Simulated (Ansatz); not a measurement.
Harmonic frequencies (cm⁻¹) at PBE0-D4/def2-TZVP from Ansatz: 73, 150, 328, 624, 739, 762, 800, 928, 1040, 1071, 1252, 1326, 1448, 1449, 1464, 2576, 3023, 3077, 3121, 3125, 3212.

Which molecule is it?
A. `C[B]C`•
B. `[CH2]BC`•
C. `[SiH3][N][SiH3]`•
D. `[BH]CC`•

B.
